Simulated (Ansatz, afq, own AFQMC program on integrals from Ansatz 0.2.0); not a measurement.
**Where AFQMC and coupled cluster stand for CH4Cl, doublet**

```tsv
atom	x (Å)	y (Å)	z (Å)
C	-1.9374	0.0000	0.0000
H	-2.3006	1.0273	0.0000
H	-2.3006	-0.5137	0.8897
H	-2.3006	-0.5137	-0.8897
H	-0.7414	0.0000	0.0000
Cl	0.8736	0.0000	0.0000
```

Connectivity, by distances: CH3 ··· Cl, 1 bridging H.

Basis cc-pVTZ. Only valence electrons are correlated. AFQMC by an in-house program on the Cholesky factors that Ansatz 0.2.0 writes for its CCSD(T) run. The CISD trial takes its coefficients from CCSD amplitudes. Released means that phaseless walkers are propagated on without the constraint, phases kept. Error bars are statistical, one sigma.

Determinant: UHF, the one that the program's search chose, which needn't be the lowest solution. The geometry is a point of a scan.

No full CI on the walks' own integrals is used here. The released AFQMC energy serves as the reference, which it does only where one determinant dominates, the energy is flat over the last release times and near the phaseless one (40 meV or 2 meV an electron, half that with transition metals). On small molecules, where full CI could be run and the noise was under 10 meV, such values lay within 10 meV of it in 19 cases of 20, a flattering rate, since the rule was set on those same cases; what remains of the bias isn't in the error bar.

Cautions: the released value is read at 1.50 1/Eh with a noise of 12 meV, more than in the cases checked (meV from the phaseless value at times in 1/Eh: -17 ± 5 at 0.24, -17 ± 6 at 0.51, -19 ± 9 at 0.99, -23 ± 12 at 1.50).

The T1 diagnostic is 0.0120, the weight of the determinant in the CISD state is 0.859 and the ⟨S²⟩ of the determinant is 0.780. The size of the correlated space is 15 electrons in 114 orbitals.

Reference: AFQMC with the constraint released, correlation energy -11.738 ± 0.012 eV.

```
        level  E − E(reference) (kcal/mol)  share of correlation (%)
           HF                270.68 ± 0.27                      0.00
          MP2                 35.41 ± 0.27                     86.92
         CCSD                 10.15 ± 0.27                     96.25
      CCSD(T)                  0.98 ± 0.27                     99.64
ph-AFQMC/CISD                  0.52 ± 0.30                     99.81
```

A walk keeps the symmetry of its determinant, which the program's search chose and which needn't be the lowest solution, so a lower state of the same spin and another symmetry isn't excluded. Released energies are given only where the last usable release times agree within the noise; a slower fall can still hide under it.
